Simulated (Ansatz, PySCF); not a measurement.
phosphine (H3P), SMILES P.

Geometry: PBE0-D3(BJ)/def2-TZVPD.

Vertical ionisation energy (IE) and electron affinity (EA) in eV. Rows of orbital energies are one-electron estimates. Where ΔSCF, EOM or ADC give a negative EA the extra electron is unbound and the value depends on the basis.

```csv
level,IE,EA
"−ε(HOMO), −ε(LUMO), r2SCAN/def2-TZVPD (PySCF)",6.94,-0.12
"−ε(HOMO), −ε(LUMO), ωB97X/def2-TZVPD (PySCF)",10.26,-1.98
"−ε(HOMO), −ε(LUMO), PBE/def2-TZVPD (PySCF)",6.71,0.32
EOM-CCSD/aug-cc-pVDZ (PySCF),10.43,-0.68
ADC(3)/aug-cc-pVDZ (PySCF),10.36,-0.68
"ΔSCF, ωB97X-V/def2-TZVPD (Ansatz), final states of multiplicity 2 and 2",10.56,-1.70
"ΔSCF, PBE/def2-TZVPD (Ansatz), final states of multiplicity 2 and 2",10.49,-1.32
```

**Question.** What vertical singlet–triplet gap does ΔSCF give with ωB97X-V/def2-TZVPD (Ansatz, a quantum-chemistry and plane-wave program) and with PBE/def2-TZVPD (Ansatz)? (An estimate is asked for; the answer gives what the named calculation found.)

**Answer.** 6.04 and 5.72 eV (triplet above singlet where positive).

**Question.** Beyond the first one, list the lowest photoelectron lines from ADC(3)/aug-cc-pVDZ run with PySCF with their pole strengths (two spins summed). (Estimate from the structure and the level; the computed values follow.)

**Answer.** 13.55 eV (1.81), 13.55 eV (1.81), 19.43 eV (0.79).
